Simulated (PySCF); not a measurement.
Input of an EPR job (settings, then geometry in Å):

```
{"job": {"kind": "epr", "basis": "pcH-1"}, "charge": 0, "multiplicity": 2}
B      0.004430     0.335801    -0.002780
H     -1.039994    -0.167219    -0.011452
H      1.047045    -0.171120     0.001679
```

Method: UKS B3LYP, pcH-1 on B H, non-relativistic, mean-field spin-orbit, GIAO in PySCF 2.14.0. Geometry: GFN2-xTB; no solvent, vibrations or thermal averaging. A GFN2-xTB geometry isn't a minimum of the functional, and hyperfine couplings can be far from their values at a DFT geometry.

Output of the driver script. The program numbers atoms from 0.

```
UKS, coarse grid
  cycle   1  E = -25.93478299  |g| = 6.75e-02
  cycle   2  E = -25.93827949  |g| = 1.06e-02
  cycle   3  E = -25.93844069  |g| = 3.47e-03
  cycle   4  E = -25.93845352  |g| = 8.32e-04
  cycle   5  E = -25.93845458  |g| = 3.06e-04
UKS, final grid
  cycle   1  E = -25.93845095  |g| = 1.73e-04
  cycle   2  E = -25.93845096  |g| = 1.04e-04
  cycle   3  E = -25.93845097  |g| = 1.25e-05
internal stability: stable
E = -25.93845097 Eh   <S^2> = 0.7509 (exact 0.7500)
g shifts (ppm)      1          2          3
  rmc           -86        -86        -86
  gc             21         13         13
  oz_so       -1427        -19        228
  total       -1492        -92        154
hyperfine (MHz)  atom isotope    a_iso     a_fc   dipolar eigenvalues
    0   11B     368.34     368.34    -46.19    -44.06     90.25
    1    1H      38.91      38.91    -20.83     -1.05     21.88
    2    1H      38.91      38.91    -20.83     -1.05     21.88
```

|g| in the SCF lines is the orbital gradient. In the g block, columns 1 to 3 are the principal axes in rising order; rmc is the relativistic mass correction, gc the gauge correction and oz_so the orbital-Zeeman/spin–orbit term. a_fc is the Fermi-contact part of a_iso, here all of it, since this run has no spin–orbit term in the hyperfine coupling.

Problem. Is the state sound, as far as the log shows?

Solution. The SCF converged after 8 cycles in all, 5 of them on the coarse grid, and the solution passed the internal stability test. ⟨S²⟩ = 0.7509 against the exact 0.7500, so spin contamination is small.

Problem. What are the principal g values and g_iso?

Solution. Adding the total shifts to 2.002319 gives 2.00083, 2.00223, 2.00247; their mean shift is -477 ppm, so g_iso = 2.00184.

Problem. Which couplings shape the isotropic spectrum at natural abundance (0.05 mT or more)? Keep the log's numbering.

Solution. atom 0 (11B, I = 3/2): 368.3 MHz = 13.15 mT in magnitude, a 1:1:1:1 quartet; atoms 1, 2 (1H, I = 1/2): mean 38.9 MHz = 1.39 mT in magnitude, a 1:2:1 triplet. Together 12 lines to first order. Main isotope only: 11B (natural samples also hold 20 % 10B, magnetic too, which adds its own pattern).

Problem. What are the principal values of the full tensor of atom 0 (11B)?

Solution. a_iso plus each dipolar eigenvalue: 322.15, 324.28, 458.60 MHz.

The species is `[BH2]` [radical]. The run used 45 basis functions and 4 iterations of the response equations.
Labels such as C1 count atoms from 1, the log's own numbers from 0.
